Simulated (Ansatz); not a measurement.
This Ansatz (an electronic-structure program) input (r2SCAN/cc-pVTZ) gives -177.15125 Eh with 118 basis functions. A basis named .json is the Basis Set Exchange file of that set (core-valence sets with the plain set on hydrogen).

Ansatz 0.2 input:
```yaml
crystal:
  periodic: [false, false, false]
  atoms:
    - {symbol: C, position_ang: [0.13152232, 0.38672480, 0.01599482]}
    - {symbol: C, position_ang: [1.26715633, -0.26934746, -0.00652910]}
    - {symbol: F, position_ang: [-1.14692546, -0.29258346, -0.01565564]}
    - {symbol: H, position_ang: [-0.14655768, 1.44553984, 0.05762139]}
    - {symbol: H, position_ang: [2.07681501, 0.48344726, 0.02648506]}
basis:
  gaussian:
    orbitals: cc-pVTZ
    fitting: {mean_field: def2-universal-JKFIT.json}
hamiltonian:
  xc: {name: r2SCAN}
total_charge: -1
magnetization: {spin_polarized: false}
```

Change:
```diff
- fitting: {mean_field: def2-universal-JKFIT.json}
+ fitting: {mean_field: def2-universal-JFIT.json}
```

Problem. What does the run give now?

Solution. -177.15130 Eh (r2SCAN/cc-pVTZ, 118 functions), a change of -0.05 mEh.
